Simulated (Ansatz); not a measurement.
# SiClF (triplet): the correlation ladder, cc-pVDZ

Aim: climb from Hartree-Fock through coupled cluster for SiClF (triplet) at one geometry and basis, and see what each rung misses.

Computed with Ansatz 0.2.0, Gaussian basis. Level: cc-pVDZ, core rule «outside noble gas», up to 11 orbitals frozen.

The runs, in order: UHF; CCSD(T) on ROHF; CCSD(T) on UHF; BCCD(T) on ROHF; CISD; CCSDT(Q) on ROHF; CCSDT(Q) on UHF.

35 further runs of the same task are left out: 17 for a known fault of the program, 8 that didn't finish, 10 set aside as unsound or not needed.

## Step 1: What is computed

The geometry is a PBE0/def2-TZVP stationary point (not a proven minimum).

3 atoms, charge 0, spin multiplicity 3.

Atoms are counted from 1 here; the program's logs count them from 0.

Bond lengths: Cl1–Si2 2.041 Å, Si2–F3 1.602 Å. Angles: Cl1–Si2–F3 116.3°.

## Step 2: UHF

Contents of in.yaml:

```yaml
crystal:
  periodic: [false, false, false]
  atoms:
    - {symbol: Cl, position_ang: [0.000000, -0.165216, 1.357873]}
    - {symbol: Si, position_ang: [0.000000, 0.563381, -0.548185]}
    - {symbol: F, position_ang: [0.000000, -0.524541, -1.723546]}
basis:
  gaussian: {orbitals: cc-pVDZ}
magnetization: {spin_polarized: true, initial_magnetization: 2}
hamiltonian: {xc: hf}
output: {orbitals: {seedname: orbitals}}
```

Command:

```bash
> ansatz run in.yaml --threads 1 --pin off --events-out ev --progress --plain --max-ram 2393MiB
```

The runs that follow: CCSD(T) on ROHF; CCSD(T) on UHF; BCCD(T) on ROHF; CISD; CCSDT(Q) on ROHF; CCSDT(Q) on UHF.

Q: Predict the results of all the runs planned. Wanted: UCCSDT(Q) below the RHF energy; RMP2 from UCCSDT(Q); UMP2 from UCCSDT(Q); RCCSD from UCCSDT(Q); RCCSD(T) from UCCSDT(Q); UCCSD(T) from UCCSDT(Q); RCCSDT(Q) from UCCSDT(Q); T1 diagnostic.

The runs gave:

```
                         quantity                               value
   UCCSDT(Q) below the RHF energy                         -11.0402 eV
              RMP2 from UCCSDT(Q)                     +18.20 kcal/mol
              UMP2 from UCCSDT(Q)                     +18.04 kcal/mol
             RCCSD from UCCSDT(Q)                      +6.15 kcal/mol
          RCCSD(T) from UCCSDT(Q)                      +1.08 kcal/mol
          UCCSD(T) from UCCSDT(Q)                      +1.07 kcal/mol
         RCCSDT(Q) from UCCSDT(Q)                      +0.08 kcal/mol
levels within 1 kcal/mol (43 meV)  BCCD(T), RCCSDT, UCCSDT, RCCSDT(Q)
                    T1 diagnostic                               0.019
```

RCCSD(T) misses by +1.08 kcal/mol, 0.4 % of the correlation energy. These misses are within one basis, not against nature; the frozen cores of restricted and unrestricted runs differ, which can shift their rows.
